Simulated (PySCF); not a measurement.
# The bond of SiB, level by level

Aim: find the lowest electronic state of SiB, scan its bond at several levels of theory, and get bond length, wavenumber and dissociation energy from each curve.

Program: PySCF 2.14.0. Level of theory: Si 6-311G(d,p), B 6-311G(d,p), no relativity. These are calculated values, not measurements.

## Step 1: The job

Settings of the job:

```
atoms                         : Si, B
charge                        : 0
basis                         : Si 6-311G(d,p), B 6-311G(d,p)
Hamiltonian                   : no relativity
basis functions               : 44
electrons treated             : 19
masses in u                   : 27.9769, 11.0093
levels                        : PBE0, PBE, r²SCAN, BHandHLYP, PBEsol, B2PLYP, HSE06, HF, MP2, SCS-MP2, CCSD, CCSD(T)
grid                          : 80 radial by 434 angular points
occupations                   : held fixed by the projection of orbital angular momentum
dissociation limit            : Si + B, each in its ground configuration
starting distance in angstrom : 1.930
values of 2S to try           : 1, 3
```

Launch:

```
OMP_NUM_THREADS=1 python dia.py task.json out
```

Further steps of the session: The PBE0 curve of the state that the search chose; Higher solutions at PBE0; PBE; r²SCAN (meta-GGA); BHandHLYP; PBEsol (GGA); B2PLYP; HSE06 (range-separated hybrid); UHF (mean field); Correlated methods on the Hartree–Fock reference.

What does the calculation give? Wanted: for each run, Re; ωe; De; μ.

**Answer**, as computed:

Lowest PBE0 solution found, without spin–orbit coupling: ⁴Σ⁻ (quartet), unpaired electrons σ ↑, π ↑↑. State 2 has its PBE0 minimum 0.34 eV higher, as a spin-mixed determinant (⟨S²⟩ = 1.77), so this is no gap between pure states. State 3 has its PBE0 minimum 0.41 eV higher, as a spin-mixed determinant (⟨S²⟩ = 1.76), so this is no gap between pure states. State 4 has its PBE0 minimum 1.08 eV higher. The other levels ran on the lowest alone.

| level | Re (Å) | ωe (cm⁻¹) | De (eV) | μ (D) |
| --- | --- | --- | --- | --- |
| UHF | 1.866 | 865 | 2.29 | -0.06 |
| UHF-MP2 | 1.909 | 767 | 3.08 | n/a |
| UHF-SCS-MP2 | 1.908 | 757 | 2.71 | n/a |
| UHF-CCSD | 1.915 | 754 | 2.86 | n/a |
| UHF-CCSD(T) | 1.927 | 737 | 3.02 | n/a |
| PBE | 1.935 | 723 | 3.68 | -0.55 |
| PBEsol | 1.930 | 731 | 3.91 | -0.59 |
| r²SCAN | 1.914 | 763 | 3.64 | -0.32 |
| PBE0 | 1.910 | 766 | 3.47 | -0.41 |
| HSE06 | 1.911 | 763 | 3.46 | -0.43 |
| BHandHLYP | 1.895 | 781 | 2.94 | -0.41 |
| B2PLYP | 1.918 | 747 | 3.14 | -0.33 |

De is counted to Si + B in their ground configurations. A positive dipole means Si(−)B(+).

Bond lengths run from 1.866 Å (UHF) to 1.935 Å (PBE). Among the levels with a De in the table, it runs from 2.29 eV (UHF) to 3.91 eV (PBEsol).

Correlated steps freeze 6 core orbitals. B2PLYP dipoles, levels and charges come from its SCF part alone. T1 is 0.044 near the minimum (highest on the curve 0.056), which may point to more than one leading configuration.
